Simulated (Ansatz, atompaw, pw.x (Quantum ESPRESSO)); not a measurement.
# From atom to crystal: PAW (atompaw) potential for Cu (Z = 29)

| Quantity | Value |
| --- | --- |
| Element | Cu (Z = 29) |
| Generator | atompaw 4.2.0.5 |
| Type | PAW |
| Functional | PBE |
| Relativity | scalar-relativistic |
| Frozen core | [Ar] |
| Valence charge | 11 |
| Reference configuration | 3d10 4s1 4p0 |
| Partial waves | 4s (bound): rc 2.75 bohr; 4s channel at 4.9 Ry: rc 3.00 bohr; 4p (bound, empty): rc 3.00 bohr; 4p channel at 2.55 Ry: rc 3.00 bohr; 3d (bound): rc 1.35 bohr; 3d channel at -0.05 Ry: rc 1.35 bohr |
| Local potential | bessel scheme, radius 3.00 bohr |
| Core correction | smooth core density matched at 2.95 bohr |
| Augmentation charge | besselshape compensation charge, radius 2.45 bohr; PAW radius 3.00 bohr; waves and projectors: custom rrkj gramschmidtortho |

Crystal test: fcc Cu in pw.x 7.5, no spin, 15³ k-points, Fermi–Dirac smearing 0.01 Ry, cutoffs 135/900 Ry. The reference is all-electron LAPW (Ansatz 0.2.0) with the same functional, mesh and smearing; V0 and B0 come from Birch–Murnaghan fits to the pressures at five volumes. Errors are pseudo minus all-electron; Δ is the rms difference of the E(V) curves that follow from these fits, minima aligned, over ±6 % about the mean V0. Mesh and smearing are coarse, so the numbers serve the comparison and aren't converged zero-temperature values; the lattice is a test structure that the element need not adopt.

```tsv
V (Å³/atom)	P all-electron (GPa)	P pseudo (GPa)
11.403	7.47	19.27
11.703	3.14	13.17
12.003	-0.58	8.06
12.303	-3.78	3.70
12.603	-6.53	0.01
```

All-electron: a0 = 3.629 Å (V0 = 11.95 Å³/atom), B0 = 140.8 GPa.

Pseudopotential: mean pressure error (GPa): +8.89. The pressure does not cross zero within the volumes sampled, so no fit is given. The largest radius (3.00 bohr) exceeds half the bond length (2.43 bohr), so the spheres overlap, which is one possible source of error among others. This is a poor potential for the solid.

Task: At the middle volume, how do free energy and pressure move when the wave cutoff is lowered (ecutrho held at 900 Ry)?

Result:

```csv
cutoff (Ry),shift of F (meV/atom),shift of P (GPa)
61,+119.6,-1.79
81,+60.4,-3.40
108,+5.2,+0.37
```

The run at the middle volume (120 k-points, 8 iterations) took about 20 s on one core of a shared host (AMD EPYC 9R45, 96 threads, 742 GiB, load 80).
